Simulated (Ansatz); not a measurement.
**SbH, triplet in def2-TZVPP: errors against UCCSDT(Q)**

Geometry: that of the SbH, singlet, kept fixed.

```json
{"atom": "Sb", "x (Å)": "0.0000", "y (Å)": "0.0000", "z (Å)": "0.0000"}
{"atom": "H", "x (Å)": "0.0000", "y (Å)": "0.0000", "z (Å)": "1.7130"}
```

Basis def2-TZVPP with its core potentials; Ansatz 0.2.0. Correlated methods freeze the noble-gas cores and the filled d shells of p-block atoms, which leaves 6 electrons in 55 orbitals. Prefix R: restricted or restricted open-shell reference; prefix U: unrestricted. Active spaces: valence = (6e, 5o) chosen from the atoms' valence shells. No spin–orbit coupling is included; scalar relativity enters through the core potentials alone.

Full CI isn't at hand for all of this; UCCSDT(Q) serves as the reference, and is uncertain by about the last step of the cluster series. The frozen core follows each run's orbitals, which can shift R against U totals by a few meV for light atoms and by up to 0.1 eV past Ca.

```
UHF ⟨S²⟩                          : 2.021
T1 diagnostic (RCCSD)             : 0.0201
largest doubles amplitude (RCCSD) : 0.063
T1 diagnostic (UCCSD)             : 0.0144
```

```json
{"level": "UHF", "E − E(UCCSDT(Q)) (mEh)": "107.60", "share of correlation (%)": "5.02", "wall time": "–"}
{"level": "UMP2", "E − E(UCCSDT(Q)) (mEh)": "23.40", "share of correlation (%)": "79.34", "wall time": "–"}
{"level": "UCCSD", "E − E(UCCSDT(Q)) (mEh)": "3.96", "share of correlation (%)": "96.50", "wall time": "–"}
{"level": "UCCSD(T)", "E − E(UCCSDT(Q)) (mEh)": "0.77", "share of correlation (%)": "99.32", "wall time": "6 s"}
{"level": "UCCSDT", "E − E(UCCSDT(Q)) (mEh)": "0.08", "share of correlation (%)": "99.93", "wall time": "–"}
```

The correlation energy at UCCSDT(Q), counted from RHF, is -3.083 eV. That run took 57 s on 1 thread of Intel Xeon, shared host.

Run but not shown, since their state or frozen core can't be matched to the reference's or they repeat it: RHF, RMP2, CISD, RCCSD, RCCSD(T), BCCD(T), RCCSDT, RCCSDT(Q), CASSCF (valence space), NEVPT2 (valence space), MRCISD (valence space), MRCISD+Q (valence space).

Times hold each run's SCF and search for its determinant on a shared host, so for small cases they say little of a method's own cost; they ran on 1 thread of Intel Xeon.

Natural occupations of CASSCF (valence space) about the gap: 1.996 1.962 1.000 1.000 0.041; effectively unpaired electrons, Σ n²(2−n)², 2.01.
